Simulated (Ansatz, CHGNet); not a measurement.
For hcp Sc, the machine-learned potential CHGNet-r²SCAN (trained on r²SCAN data) gives:

| Quantity | Value |
|---|---|
| lattice constant a | 3.313 Å |
| lattice parameter c | 5.306 Å |
| elastic constant C11 | 57.7 GPa |
| elastic constant C44 | 12.7 GPa |
| polycrystal shear modulus | 9.2 GPa |

### Question
What does r²SCAN in Ansatz (PAW) give for the same quantities?

### Answer

- lattice constant a: 3.330 Å (grows by 0.5 %)
- lattice parameter c: 5.192 Å (drops by 2.1 %)
- elastic constant C11: 99.6 GPa (goes up by 73 %)
- elastic constant C44: 23.6 GPa (grows by 86 %)
- Voigt–Reuss–Hill shear modulus: 27.6 GPa (increases by 200 %)

For comparison: lattice constant a 3.309 Å (measured, 293 K, no zero-point or thermal correction; as tabulated in Wikipedia's data pages); lattice parameter c 5.268 Å (measured, 293 K, not corrected to a static lattice; as tabulated in Wikipedia's data pages); elastic constant C11 99 GPa (measured, temperature not stated, not corrected to a static lattice; as tabulated in Mehl and Papaconstantopoulos (1996), arXiv:mtrl-th/9602003); elastic constant C44 28 GPa (measured, temperature not stated, no zero-point or thermal correction; as tabulated in Mehl and Papaconstantopoulos (1996), arXiv:mtrl-th/9602003).

Changes are worked out from the printed values.

Unless a cell is named, each level is at its own relaxed cell (CHGNet-r²SCAN 25.21, r²SCAN 24.92 Å³/atom).

Ansatz's density-functional and Hartree–Fock values are scalar-relativistic unless marked +SOC, with PAW data made under PBE.

Ansatz is a program for electronic structure.
